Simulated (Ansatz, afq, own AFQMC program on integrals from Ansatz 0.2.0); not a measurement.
Two steps: Ansatz 0.2.0 writes the Fock matrix and Cholesky factors of the valence space, and afq projects on them the lowest state that overlaps trial and start.

```yaml
crystal:
  periodic: [false, false, false]
  atoms:
    - {symbol: B, position_ang: [0.000000, -0.090432, 0.258296]}
    - {symbol: Al, position_ang: [0.000000, -0.036452, -1.692957]}
    - {symbol: H, position_ang: [0.000000, 0.126883, 1.434661]}
basis:
  gaussian: {orbitals: 6-31G}
magnetization: {spin_polarized: false, initial_magnetization: 1}
correlation: {method: ccsd_t, electrons: outside_noble_gas, hamiltonian_folder: ham}
```

```sh
$ ansatz run in.yaml --threads 1 --pin off --events-out ev --progress --plain --max-ram 24576MiB --backend cuda --devices 0, --max-vram 18GiB
```

afq runs on the folder ham with

```
--method phaseless --trial cisd --walkers 4000 --populations 20 --least-time 60 --time-step 0.005 --steps-per-block 50 --equilibration-blocks 28 --max-blocks 4000 --target-error 0.00016 --factor-cut 1e-05 --start spin_pure --seed 3909 --release-times 0.24,0.51,0.99,1.62,2.4 --release-step 0.03 --release-every 3 --taylor-order 6
```

Times are imaginary, in 1/Eh. The walk had a cap of 122 s. With eight or more populations the least sampling time is a fifth of least-time, and the error comes from their spread.

```
orbitals 18  electrons 4 3  factors 108 of 296
reference energy -267.01435769 Eh
CCSD correlation -0.08858241 Eh in 24 cycles, weight of the determinant in the CISD state 0.8781
energy of the start -267.102941 Eh
 block  time / (1/Eh)  mean weight  energy / Eh
     1     0.250  1.0001  -267.102331
     2     0.500  1.0002  -267.102324
     3     0.750  1.0000  -267.102506
     4     1.000  1.0000  -267.102837
     5     1.250  1.0000  -267.103117
    10     2.500  1.0000  -267.104202
    15     3.750  1.0000  -267.104705
    20     5.000  1.0001  -267.104584
    25     6.250  1.0000  -267.104899
    30     7.500  1.0000  -267.105345
    35     8.750  1.0000  -267.104903
    40    10.000  1.0001  -267.105490
    45    11.250  1.0000  -267.105438
    50    12.500  1.0000  -267.105885
    55    13.750  0.9997  -267.105401
    58    14.500  1.0000  -267.105898
    60    15.000  0.9999  -267.105604
    65    16.250  1.0001  -267.105661
    70    17.500  0.9997  -267.105499
    75    18.750  1.0000  -267.105275
    78    19.500  1.0000  -267.105265
error from the spread of 20 populations
released: time / (1/Eh)  energy / Eh  error  mean overlap
  0.24  -267.105533  0.000043  0.9983
  0.51  -267.105540  0.000045  0.9979
  0.99  -267.105633  0.000048  0.9955
  1.62  -267.105644  0.000050  0.9961
  2.40  -267.105743  0.000043  0.9945
energy -267.105412 +/- 0.000043 Eh
(rows thinned)
```

**Question.** Estimate how long the walk took on 1 × NVIDIA H100 80GB HBM3 with 2 threads of AMD EPYC 7R13 Processor (Zen 3), with other jobs on the host (the card was shared).

**Answer.** 32 s of wall time.

The run passed its tests (sampling time, drift between the halves within three errors, error under three times the target), which doesn't prove that it has relaxed.

Against this walk (error 1.2 meV) on the same determinant: CCSD(T) 14.1 meV higher, CCSDT(Q) 15.8 meV lower, CCSDTQ 17.0 meV lower, full CI (a separate run on its own orbitals, whose frozen core shifts it by up to a few meV) 17.2 meV lower. The error is statistical and leaves out the bias of the constraint. Released to 2.40 1/Eh the energy lies 9.0 ± 1.7 meV (both errors) below the phaseless value, which shows part or all of the bias of the constraint, and full CI lies 8.2 meV below the released value. Full CI is exact here, so the walk's 17 meV above it is the walk's own error: the bias of the constraint with this trial.

Cautions: constraint bias not in the error; a spin-contaminated unrestricted determinant lies lower (UHF 263 meV lower, ⟨S²⟩ 1.40); the determinant is a saddle point among determinants of its kind; full CI with its own frozen core; a state of higher spin lies lower (by 339 meV).

CCSDT and higher add their correlation energy to the determinant of the CCSD(T) run, since their own runs factorise the integrals more tightly (a shift of under 2 meV). A walk keeps the symmetry of its determinant, which the program's search chose and which needn't be the lowest solution, so a lower state of the same spin and another symmetry isn't excluded.
